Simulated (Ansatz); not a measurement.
**Worked example: Cl–CH–Ga⁺, triplet against Cl–CH–Ga, doublet**

Geometry (PBE0/def2-TZVP stationary point of a doublet), kept for both states (Cl–CH–Ga, doublet: A''; Cl–CH–Ga⁺, triplet: A''):

```xyz
4

Cl    0.0000   -0.2243    1.9932
C     0.0000    0.8739    0.6620
Ga    0.0000   -0.0640   -1.1423
H     0.0000    1.9032    1.0230
```

Basis cc-pVTZ; Ansatz 0.2.0. Only valence electrons are correlated (noble-gas cores and the filled d shells of p-block atoms frozen). R marks a restricted (for open shells ROHF) determinant, U an unrestricted one. No spin–orbit coupling is included, and no scalar relativity.

Full CI isn't at hand for all of this; UCCSDT(Q) serves as the reference, and is uncertain by the last step of the cluster series or more.

| level | E(Cl–CH–Ga, doublet) (hartree) | E(Cl–CH–Ga⁺, triplet) (hartree) |
| --- | --- | --- |
| UHF | -2421.215490 | -2420.940516 |
| UMP2 | -2421.593015 | -2421.288222 |
| UCCSD(T) | -2421.648570 | -2421.342378 |
| PBE | -2423.231363 | -2422.927876 |
| wB97M-V | -2423.618790 | -2423.307092 |
| UCCSDT(Q) | -2421.650756 | -2421.345089 |

Problem. Give the vertical gap, Cl–CH–Ga⁺ triplet less Cl–CH–Ga doublet, at each level in eV (1 hartree = 27.2114 eV), and each error against UCCSDT(Q).

Solution. UCCSDT(Q): (-2421.345089 − (-2421.650756)) × 27.2114 = 8.318 eV (the reference)
wB97M-V: (-2423.307092 − (-2423.618790)) × 27.2114 = 8.482 eV, error 0.164 eV
PBE: (-2422.927876 − (-2423.231363)) × 27.2114 = 8.258 eV, error -0.060 eV
UCCSD(T): (-2421.342378 − (-2421.648570)) × 27.2114 = 8.332 eV, error 0.014 eV
UMP2: (-2421.288222 − (-2421.593015)) × 27.2114 = 8.294 eV, error -0.024 eV
UHF: (-2420.940516 − (-2421.215490)) × 27.2114 = 7.482 eV, error -0.836 eV

Total energies of functionals can't be set beside those of wave-function methods, since they hold the core's correlation and their own absolute errors; only the differences compare.

The reference still carries a basis error, for a change of charge of the order of 0.1 eV, so smaller errors of functionals can't be ranked.

Each level lands on the state that its own search finds. T1 diagnostics of restricted CCSD: 0.022 and 0.035.
